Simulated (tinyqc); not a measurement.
Worked calculation: MP2 on RHF in the sto-3g basis, for H2O, spin multiplicity 1. One step of it, computed by the program tinyqc.

Question. Iteration 8 (converged): orbitals. Diagonalise F' = X^T F X, C = X C', fill 5 alpha and 5 beta electrons from the bottom; D = 2 C_occ C_occ^T. Each column has its largest component positive (the first on a tie).

converged F (hartree):
```
             1O 1s      1O 2s     1O 2px     1O 2py     1O 2pz      2H 1s      3H 1s
1O 1s   -20.273734  -5.166343   0.000000   0.000000  -0.024076  -0.758246  -0.758246
1O 2s    -5.166343  -2.409941   0.000000   0.000000  -0.066984  -0.737186  -0.737186
1O 2px    0.000000   0.000000  -0.394612   0.000000   0.000000   0.000000   0.000000
1O 2py    0.000000   0.000000   0.000000  -0.216372   0.000000  -0.320609   0.320609
1O 2pz   -0.024076  -0.066984   0.000000   0.000000  -0.252803  -0.342966  -0.342966
2H 1s    -0.758246  -0.737186   0.000000  -0.320609  -0.342966  -0.382324  -0.263099
3H 1s    -0.758246  -0.737186   0.000000   0.320609  -0.342966  -0.263099  -0.382324
```

X:
```
            1O 1s      1O 2s    1O 2px     1O 2py     1O 2pz      2H 1s      3H 1s
1O 1s    1.023401  -0.134621  0.000000   0.000000  -0.007271   0.017445   0.017445
1O 2s   -0.134621   1.132750  0.000000   0.000000   0.067821  -0.196914  -0.196914
1O 2px   0.000000   0.000000  1.000000   0.000000   0.000000   0.000000   0.000000
1O 2py   0.000000   0.000000  0.000000   1.053377   0.000000  -0.149489   0.149489
1O 2pz  -0.007271   0.067821  0.000000   0.000000   1.041504  -0.120971  -0.120971
2H 1s    0.017445  -0.196914  0.000000  -0.149489  -0.120971   1.112222  -0.074993
3H 1s    0.017445  -0.196914  0.000000   0.149489  -0.120971  -0.074993   1.112222
```

Give: F' = X^T F X; orbital energies; coefficients C; D after iteration 8.

Answer.

F' = X^T F X (hartree):
```
         1       2       3       4       5       6       7
1  -19.901  -2.679   0.000   0.000  -0.053  -0.076  -0.076
2   -2.679  -1.349   0.000   0.000   0.101  -0.363  -0.363
3    0.000   0.000  -0.395   0.000   0.000   0.000   0.000
4    0.000   0.000   0.000  -0.043   0.000  -0.360   0.360
5   -0.053   0.101   0.000   0.000  -0.115  -0.311  -0.311
6   -0.076  -0.363   0.000  -0.360  -0.311  -0.033  -0.083
7   -0.076  -0.363   0.000   0.360  -0.311  -0.083  -0.033
```

orbital energies (hartree): MO1 -20.282, MO2 -1.203, MO3 -0.508, MO4 -0.455, MO5 -0.395, MO6 0.457, MO7 0.515

coefficients C:
```
           MO1     MO2     MO3     MO4    MO5     MO6     MO7
1O 1s    0.995  -0.241   0.000   0.094  0.000  -0.100   0.000
1O 2s    0.023   0.902   0.000  -0.477  0.000   0.585   0.000
1O 2px   0.000   0.000   0.000   0.000  1.000   0.000   0.000
1O 2py   0.000   0.000   0.636   0.000  0.000   0.000   0.866
1O 2pz   0.003   0.079   0.000   0.703  0.000   0.786   0.000
2H 1s   -0.004   0.136   0.455   0.356  0.000  -0.668  -0.721
3H 1s   -0.004   0.136  -0.455   0.356  0.000  -0.668   0.721
```

D after iteration 8:
```
         1O 1s   1O 2s  1O 2px  1O 2py  1O 2pz   2H 1s   3H 1s
1O 1s    2.112  -0.478   0.000   0.000   0.100  -0.007  -0.007
1O 2s   -0.478   2.082   0.000   0.000  -0.528  -0.093  -0.093
1O 2px   0.000   0.000   2.000   0.000   0.000   0.000   0.000
1O 2py   0.000   0.000   0.000   0.808   0.000   0.579  -0.579
1O 2pz   0.100  -0.528   0.000   0.000   1.000   0.521   0.521
2H 1s   -0.007  -0.093   0.000   0.579   0.521   0.705  -0.125
3H 1s   -0.007  -0.093   0.000  -0.579   0.521  -0.125   0.705
```
